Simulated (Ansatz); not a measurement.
**CCSD(T) forces**

CH2N (SMILES C=[N]), doublet, displaced at random from a GFN2-xTB minimum.

```xyz
4
angstrom
C -0.0132 -0.0066 -0.0002
N 0.7229 0.5532 0.7612
H -0.8365 0.4583 -0.4860
H 0.1136 -1.0326 -0.2478
```

Program: Ansatz 0.2.0. Basis: def2-TZVPP. Cores are frozen in the correlated methods; orbitals are unrestricted.

CCSD(T) forces from the calculation:
| atom | Fx | Fy | Fz (eV/Å) |
| --- | --- | --- | --- |
| C1 | -1.936 | -1.597 | -2.052 |
| N2 | 2.636 | 2.134 | 2.773 |
| H3 | -0.946 | 0.758 | -0.479 |
| H4 | 0.247 | -1.295 | -0.241 |

Problem. Which atom feels the largest CCSD(T) force, and how large is it?

Solution. N2, 4.38 eV/Å, along (0.60, 0.49, 0.63).

Root-mean-square difference of the force components from those of CCSD(T): PBE0-D4 0.431; wB97M-V 0.443; r2SCAN-D4 0.384; PBE-D4 0.332; r2SCANh-D4 0.429; B97M-V 0.473 eV/Å.

The T1 diagnostic stays at or below 0.034. ⟨S²⟩ of the unrestricted Hartree–Fock references: 0.86 (a pure state has 0.75). The unrestricted reference is spin-contaminated, which hurts MP2 most. These are differences at one structure, and CCSD(T) in triple zeta is itself an approximation.

For scale, one of the runs: CCSD(T)/def2-TZVPP forces, 90 basis functions (an equivalent command: `ansatz run in.yaml --threads 4`). Hardware: 4 CPU threads, shared host. Wall time 11 s; peak host memory 0.79 GiB.
